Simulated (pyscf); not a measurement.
This saddle point was located with ωB97X-D3(BJ)/def2-SVP in PySCF.

```xyz
8

P     -0.8955     1.6185    -0.0724
O      0.0484    -0.0576    -0.3730
H     -0.1400     2.3368     0.8916
H     -0.0285     2.0645    -1.1506
H     -0.0648    -0.5115    -1.2246
Si    -0.7806    -0.5240     1.2085
H     -1.8017    -1.5367     0.7534
H      0.2372    -1.4007     1.8958
```

Surface: singlet, charge 0. Lowest wavenumbers (cm⁻¹): 475i, 212, 316, 347, 419.

**Question.** Name the species on either side of this saddle.

**Answer.** HO–PH₂ + silylene (SiH₂) [singlet] ⇌ HO–SiH₂–PH₂, an insertion read from left to right: O–P broken and P–Si, O–Si formed. At CCSD(T)/def2-TZVPP + ΔMP2(QZVPP) it lies -4.8 kcal/mol from the left side and +80.9 kcal/mol from the right (each side as separated species at their lowest minima found). On the reactant side the descent ends in an adduct with a O–Si contact, 19.9 kcal/mol under the separated species and 10.9 kcal/mol under the saddle at ωB97X-D3(BJ)/def2-TZVP. At CCSD(T) the saddle lies under the separated reactants, which points to a path from their complex (located at ωB97X-D3(BJ) alone). What is counted as formed (O–Si) is already present as a longer contact in the reactant adduct; forming that adduct is a step of its own. At ωB97X-D3(BJ) the barrier from the zero used here is -9.0 kcal/mol. One saddle was located; it need not be the lowest between these sides. The CCSD(T) − MP2 part came from Ansatz, without density fitting, on the same reference.
